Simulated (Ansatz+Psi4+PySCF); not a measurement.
The numbers below are computed, except where a source is named.
Input for Psi4 1.11:

```
molecule {
0 2
Li 0.000000 0.000000 0.000000
O 0.000000 0.685350 1.675230
O 0.000000 -0.655060 1.601190
}

basis {
assign Li cc-pCVTZ
assign O cc-pVTZ
}
set reference uhf
set scf_type pk
set mp2_type conv
set cc_type conv
set num_frozen_docc 2
energy('mp2')
```

The input is written out from the run's settings.

The run gave:

| Property | Result |
| --- | --- |
| Converged | yes |
| Reference energy | -157.15872 hartree |
| Correlation energy | -0.51049 hartree |
| Total energy | -157.66922 hartree |
| Spin squared of the determinant | 0.787 |
| Occupied orbitals by symmetry in an Abelian subgroup (alpha; beta) | 8 Ap 2 App; 8 Ap 1 App |
